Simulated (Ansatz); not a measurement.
Run this with Ansatz 0.2.0, Python API and show what comes out.

`energy_c4h4.py`:
```python
# -*- coding: utf-8 -*-
"""Single point of C4H4 in a Gaussian basis."""

from pathlib import Path

import ansatz as az
import numpy as np
import pandas as pd

geometry = (
    az.Crystal.molecule()
    .atom("C", (1.9669, 0.1707, 0.9268))
    .atom("C", (1.0521, -0.36, 0.3482))
    .atom("C", (-0.0604, -1.0069, -0.3559))
    .atom("C", (-1.2139, -0.036, -0.5493))
    .atom("H", (2.7698, 0.6368, 1.4348))
    .atom("H", (-0.8865, 0.8349, -1.1564))
    .atom("H", (-2.0367, -0.5542, -1.0831))
    .atom("H", (-1.5912, 0.3147, 0.4349))
)

setup = (
    geometry.calculation()
    .basis(gaussian="6-31G")
    .functional(az.LibraryFunctional("wB97X"))
    .spin("collinear", total=2)
    .forces()
    .orbitals()
)
outcome = setup.run(threads=1, backend="cpu", runs_dir="out")
report = outcome.report

print(f"E = {report['free_energy_ev']:.6f} eV = {report['free_energy_ev'] / 27.211386246:.7f} Ha")
print("converged:", report["converged"], " doubts:", report["published_state_doubts"] or "none")

symbols = [site.symbol for site in geometry.cartesian_sites]
print("forces (eV/A)")
for symbol, f in zip(symbols, report["forces_ev_ang"]):
    print(f"  {symbol:2s} {f[0]:9.4f} {f[1]:9.4f} {f[2]:9.4f}")

charges = report["charge_distribution"]
table = pd.DataFrame({"atom": symbols, "mulliken": charges["mulliken_charges_e"], "lowdin": charges["lowdin_charges_e"]})
print(table.round(3).to_string())
print("dipole (e A):", np.round(charges["dipole_moment_e_ang"], 4) + 0.0)

lines = Path(report["orbitals_path"]).read_text().splitlines()
field_of = lambda key: [line.split("=")[1].strip() for line in lines if line.startswith(key)]
orbitals = [(27.211386 * float(e), s, float(n)) for e, s, n in zip(field_of("Ene="), field_of("Spin="), field_of("Occup="))]
homo = max(e for e, _, n in orbitals if n > 0.5)
lumo = min(e for e, _, n in orbitals if n < 0.5)
print(f"HOMO {homo:.3f} eV, LUMO {lumo:.3f} eV, gap {lumo - homo:.3f} eV")
```

```console
$ python energy_c4h4.py
E = -4205.261463 eV = -154.5405083 Ha
converged: True  doubts: none
forces (eV/A)
  C     1.3071    0.7280    0.8169
  C    -2.7907   -3.2882   -2.3106
  C     1.9433    3.6900    2.0668
  C    -0.8045   -1.2539   -0.7694
  H     0.2033    0.1643    0.1437
  H    -0.1639   -0.4021    0.3059
  H     0.1237    0.5074    0.2208
  H     0.1817   -0.1454   -0.4741
  atom  mulliken  lowdin
0    C    -0.451  -0.157
1    C     0.025  -0.115
2    C     0.118   0.048
3    C    -0.520  -0.296
4    H     0.278   0.153
5    H     0.187   0.126
6    H     0.175   0.114
7    H     0.187   0.126
dipole (e A): [-0.0757  0.213   0.0361]
HOMO -8.177 eV, LUMO -0.536 eV, gap 7.641 eV
```

What to keep in mind:
- The settings weren't tested for convergence.
- The geometry is a force-field or estimated start, not a minimum of this method, and the basis set is short of its limit.
- The species is open-shell (spin multiplicity 3).
- The Löwdin charges here are taken after orthogonalising the functions within each atom; they differ from plain Löwdin charges, and their signs can be unphysical.
- Levels such as HOMO and LUMO are orbital energies: with these approximate functionals they aren't the ionisation energy and electron affinity, and their gap isn't the fundamental gap.
- Wall time of the script: 13 s on 1 thread of Arm Neoverse N1, with other jobs on the host, peak memory 0.3 GiB.

(A comment or docstring line of the script was reworded after the run, the code is as it ran; lines on the test bed's own set-up are left out of the output.)
